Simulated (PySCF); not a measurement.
One ligand Y is varied and pulled off as a radical: Zr(F)3–Y. Gas-phase values, no solvent. One relaxed conformer stands for each flexible species; it need not be the lowest. Multiplicities are imposed; where one is given, others were not computed. Strings in code marks are SMILES.

The highest occupied spin orbital from two functionals at the same geometries (TPSS-D3(BJ)/def2-SVP), both in PySCF: PBE-D3(BJ)/def2-TZVP and TPSSh-D3(BJ)/def2-TZVP. 

```
species                         TPSSh-D3(BJ)/def2-TZVP (eV)
------------------------------  ---------------------------
free radical OH (`[OH]`)                              -8.07
free radical CH3 (`[CH3]`)                            -6.06
free radical OCH3 (`C[O]`)                            -6.86
free radical N(CH3)2 (`C[N]C`)                        -6.41
```

What does PBE-D3(BJ)/def2-TZVP give for each?


- free radical OH (`[OH]`): -7.14
- free radical CH3 (`[CH3]`): -5.38
- free radical OCH3 (`C[O]`): -5.95
- free radical N(CH3)2 (`C[N]C`): -5.57
Over these rows, drawn at random from the members with no instability flagged (it was tested for open shells, ions and some series alone), PBE minus TPSSh-D3(BJ): mean +0.84 eV, from +0.68 eV to +0.93 eV.
